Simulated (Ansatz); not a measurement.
# One shape, several levels: BPH4 (SMILES BP)

Aim: a comparison of 6 runs (UB3LYP/STO-3G, r2SCAN0/STO-3G, wB97X/STO-3G, CCSDT(Q)/STO-3G, CCSD/STO-3G, UCCSD(T)/STO-3G) of BPH4. 

The calculation is run with Ansatz 0.2.0.

53 further runs of the same task are left out: 53 set aside as unsound or not needed.

## (1) The system as given

The species is BPH4 (6 atoms), meant as a singlet with charge 0. SMILES: `BP`. The H5–P2 distance was set to 2.757 Å, away from the relaxed value. At this shape a bond of the SMILES string is far longer than usual.

Bond lengths: B1–P2 1.841 Å, B1–H3 1.169 Å, B1–H4 1.169 Å, P2–H6 1.378 Å. Angles: B1–P2–H6 103.7°, P2–B1–H3 119.5°, P2–B1–H4 119.5°, H3–B1–H4 120.3°.

## (2) The energy at UB3LYP/STO-3G (run 1)

The input, run.yaml:

```yaml
crystal:
  periodic: [false, false, false]
  atoms:
    - {symbol: B, position_ang: [-0.217707, -1.258234, 1.422210]}
    - {symbol: P, position_ang: [0.158373, 0.538496, 1.562960]}
    - {symbol: H, position_ang: [-0.997827, -1.741464, 2.146260]}
    - {symbol: H, position_ang: [0.438863, -1.931144, 0.727400]}
    - {symbol: H, position_ang: [0.599110, 1.319050, -1.043720]}
    - {symbol: H, position_ang: [-1.082637, 1.121926, 1.701540]}
basis:
  gaussian:
    orbitals: STO-3G
magnetization:
  spin_polarized: true
  initial_magnetization: 0
hamiltonian:
  xc: {name: B3LYP}
accuracy: high
```

Launch:

```sh
$ ansatz run run.yaml --threads 1 --pin off --max-ram 2610MiB --events-out events.jsonl --progress --plain --runs-dir runs
```

Output:

```text
Warning: RAYON_NUM_THREADS=1 ignored (pool sized by the plan → 1); use --threads N
Functional definition: B3LYP
  name "B3LYP"
  parameter a0 = 0.2
  parameter ax = 0.72
  parameter ac = 0.81
  exchange = (1 - a0 - ax)*slater_x + ax*b88_x + a0*exact_x
  correlation = (1 - ac)*vwn_rpa_c + ac*lyp_c
311 factors; integrals over basis functions are off by at most 1.2e-8 eV
mean field evaluation 1: about -9905.7650 eV, gradient 1.6e1 eV
mean field evaluation 2: about -9898.8221 eV, gradient 1.8e1 eV
mean field evaluation 4: about -9907.8329 eV, gradient 1.3e1 eV
mean field evaluation 8: about -9909.6932 eV, gradient 9.2e0 eV
mean field evaluation 16: about -9910.8193 eV, gradient 1.4e0 eV
mean field evaluation 32: about -9911.4291 eV, gradient 1.8e-1 eV
mean field -9911.42987994 eV, -364.2383298794 hartree, gradient 2.4e-8 eV, S^2 0.843951; 3 other end points of the search recorded, 0 dependent functions left out
reference -9911.42990885 eV, -364.2383309418 hartree; 12, 12 occupied and 6, 6 virtual orbitals, 311 factors
Total energy: -9911.42990885 eV, -364.2383309418 hartree
```

Run time: 2.7 s. Hardware: 1 thread of AMD EPYC 7R13 (Zen 3), shared host; peak memory 0.14 GiB.

## (3) The energy at r2SCAN0/STO-3G (run 2)

The input, input.yaml:

```yaml
crystal:
  periodic: [false, false, false]
  atoms:
    - {symbol: B, position_ang: [-0.217707, -1.258234, 1.422210]}
    - {symbol: P, position_ang: [0.158373, 0.538496, 1.562960]}
    - {symbol: H, position_ang: [-0.997827, -1.741464, 2.146260]}
    - {symbol: H, position_ang: [0.438863, -1.931144, 0.727400]}
    - {symbol: H, position_ang: [0.599110, 1.319050, -1.043720]}
    - {symbol: H, position_ang: [-1.082637, 1.121926, 1.701540]}
basis:
  gaussian: {orbitals: STO-3G}
accuracy: high
hamiltonian: {xc: {name: r2SCAN0}}
```

Launch:

```sh
$ ansatz run input.yaml --threads 1 --pin off --max-ram 2610MiB --events-out events.jsonl --progress --plain --runs-dir runs
```

Output:

```text
Warning: RAYON_NUM_THREADS=1 ignored (pool sized by the plan → 1); use --threads N
Functional definition: r2SCAN0
  name "r2SCAN0"
  parameter a = 0.25
  parameter k0 = 0.174
  parameter k1 = 0.065
  parameter a1 = 4.9479
  exchange = (1 - a)*r2scan_x(k0 = k0, k1 = k1, a1 = a1) + a*exact_x
  correlation = r2scan_c
311 factors; integrals over basis functions are off by at most 1.2e-8 eV
mean field evaluation 1: about -9904.7841 eV, gradient 2.2e1 eV
mean field evaluation 2: about -9898.5182 eV, gradient 2.4e1 eV
mean field evaluation 4: about -9907.2290 eV, gradient 1.5e1 eV
mean field evaluation 8: about -9907.9900 eV, gradient 1.2e1 eV
mean field -9908.81220424 eV, -364.1421320716 hartree, gradient 3.3e-8 eV, S^2 0.000000; 0 other end points of the search recorded, 0 dependent functions left out
reference -9908.81220459 eV, -364.1421320846 hartree; 12, 12 occupied and 6, 6 virtual orbitals, 311 factors
Total energy: -9908.81220459 eV, -364.1421320846 hartree
```

Wall time 1.4 s (1 thread of AMD EPYC 7R13 (Zen 3), shared host); peak memory 0.16 GiB.

Runs 3 to 5 aren't shown in full; the table further down has their settings and results.

## (4) The energy at UCCSD(T)/STO-3G (run 6)

The input, run.yaml:

```yaml
crystal:
  periodic: [false, false, false]
  atoms:
    - symbol: B
      position_ang: [-0.217707, -1.258234, 1.422210]
    - symbol: P
      position_ang: [0.158373, 0.538496, 1.562960]
    - symbol: H
      position_ang: [-0.997827, -1.741464, 2.146260]
    - symbol: H
      position_ang: [0.438863, -1.931144, 0.727400]
    - symbol: H
      position_ang: [0.599110, 1.319050, -1.043720]
    - symbol: H
      position_ang: [-1.082637, 1.121926, 1.701540]
basis:
  gaussian:
    orbitals: STO-3G
magnetization:
  spin_polarized: true
  initial_magnetization: 0
correlation:
  method: ccsd_t
  frozen_orbitals: {B: 1, H: 0, P: 5}
accuracy: high
scf:
  omitted_lower_state_checks: [cluster_reference, increment]
```

Launch:

```sh
$ ansatz run run.yaml --threads 1 --pin off --max-ram 2610MiB --events-out events.jsonl --progress --plain --runs-dir runs
```

Output:

```text
Warning: RAYON_NUM_THREADS=1 ignored (pool sized by the plan → 1); use --threads N
[... 14 lines left out ...]
6 core orbitals not correlated: weight in the atoms' cores, before any rotation towards them, 1.000 or more for the frozen orbitals, at most 0.000 for the correlated occupied ones
[... 49 lines left out ...]
Total energy: -9892.28643246 eV, -363.5348211602 hartree
Checks for a lower state left out: cluster_reference, increment
```

Wall time 0.32 s (1 thread of AMD EPYC 7R13 (Zen 3), shared host).

## (5) All runs side by side

```
run            level  frozen core orbitals  energy (Eh)  wall time
  1    UB3LYP/STO-3G                     –  -364.238331      2.7 s
  2   r2SCAN0/STO-3G                     –  -364.142132      1.4 s
  3     wB97X/STO-3G                     –  -364.154962      3.3 s
  4  CCSDT(Q)/STO-3G                     6  -363.538208     0.28 s
  5      CCSD/STO-3G                     6  -363.532052     0.14 s
  6  UCCSD(T)/STO-3G                     6  -363.534821     0.32 s
```

## (6) Summary of results

| quantity | value |
| --- | --- |
| run 6: total energy | -363.53482 Eh |
| run 6: correlation energy (6 core orbitals frozen) | -89.8 mEh |
| run 6: (T) correction | -2.21 mEh |
| run 6: ⟨S²⟩ of the reference determinant | 0.967 |
| run 6: T1 diagnostic | 0.036 |

**Reading.** Totals of different functionals can't be ranked against each other. In runs 4, 5 the log says that unrestricted orbitals would lower the reference, so the values rest on an unstable closed-shell determinant (other closed-shell runs at this shape may share the fault). In runs 1, 2, 3, 4, 5, 6 the basis is minimal, so the values are rough. Spin contamination of the reference: run 6 ⟨S²⟩ = 0.97, run 1 ⟨S²⟩ = 0.84. Where it is this large, the reference is a mixture of spin states, and values that rest on it are in doubt. All runs together took 8.2 s, the longest 3.3 s.
